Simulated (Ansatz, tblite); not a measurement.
# BeMe(OH) (CH₄BeO): charged states by level of theory

An exercise on one series of results from a longer session: the logs are not shown, and one member is left open.

The runs use Ansatz 0.2.0, Gaussian basis; as each input shows.

Plan: charge +1 doublet, at the geometry of the singlet (PBE0-D4/def2-TZVP, PBE-D4/def2-TZVP, r2SCAN-D4/def2-TZVP, CCSD(T)/def2-TZVPP); the starting singlet's energies come from earlier runs.

## The relaxed structure

The geometry is that of the singlet, from an earlier relaxation (PBE-D4/def2-TZVP).

7 atoms, charge 0, spin multiplicity 1.

Atoms are counted from 1 here; the program's logs count them from 0.

Bond lengths: Be1–C2 1.690 Å, Be1–O6 1.426 Å, C2–H3 1.101 Å, C2–H4 1.102 Å, C2–H5 1.101 Å, O6–H7 0.961 Å. Angles: C2–Be1–O6 176.4°, Be1–C2–H3 112.0°, Be1–C2–H4 111.4°, Be1–C2–H5 112.1°, H3–C2–H4 106.9°, H3–C2–H5 107.1°, H4–C2–H5 107.0°, Be1–O6–H7 131.0°.

As a file:

```xyz
7
charge 0, multiplicity 1
Be   -0.0593   -0.1186   -0.6284
C    -0.0658    0.1047    1.0470
H     0.9510    0.0917    1.4698
H    -0.6339   -0.6904    1.5564
H    -0.5243    1.0637    1.3350
O    -0.1288   -0.3552   -2.0332
H     0.4611   -0.0960   -2.7466
```

The first run:

Input file in.yaml:

```yaml
crystal:
  periodic: [false, false, false]
  atoms:
    - {symbol: Be, position_ang: [-0.059280, -0.118569, -0.628441]}
    - {symbol: C, position_ang: [-0.065801, 0.104728, 1.047021]}
    - {symbol: H, position_ang: [0.951013, 0.091706, 1.469780]}
    - {symbol: H, position_ang: [-0.633851, -0.690437, 1.556401]}
    - {symbol: H, position_ang: [-0.524331, 1.063745, 1.335007]}
    - {symbol: O, position_ang: [-0.128831, -0.355176, -2.033204]}
    - {symbol: H, position_ang: [0.461081, -0.095986, -2.746564]}
basis:
  gaussian: {orbitals: def2-TZVP}
total_charge: 1
magnetization: {spin_polarized: true, initial_magnetization: 1}
hamiltonian: {xc: pbe0, dispersion: d4}
output: {orbitals: {seedname: orbitals}}
```

Command:

```
ansatz run in.yaml --threads 4 --pin off --events-out ev --progress --plain --max-ram 3916MiB
```

Among the steps run: Charge +1 doublet at the fixed geometry, PBE0-D4/def2-TZVP; Charge +1 doublet at the fixed geometry, PBE-D4/def2-TZVP; Charge +1 doublet at the fixed geometry, r2SCAN-D4/def2-TZVP; Charge +1 doublet at the fixed geometry, CCSD(T)/def2-TZVPP.

One of the session's tables, all rows but one given; the rest of the session is left out.

It belongs to the step «Vertical ionisation energy». 

```
             method  vertical ionisation energy (eV)
      HF/def2-TZVPP                            10.04
   PBE-D4/def2-TZVP                            10.77
r2SCAN-D4/def2-TZVP                                ?
  PBE0-D4/def2-TZVP                            11.08
     MP2/def2-TZVPP                            11.16
    CCSD/def2-TZVPP                            11.09
 CCSD(T)/def2-TZVPP                            11.14
```

**Question.** Estimate the row for r2SCAN-D4/def2-TZVP.

**Answer.** vertical ionisation energy (eV): 10.84. In the column «vertical ionisation energy (eV)» it lies between PBE-D4/def2-TZVP (10.77) and PBE0-D4/def2-TZVP (11.08).
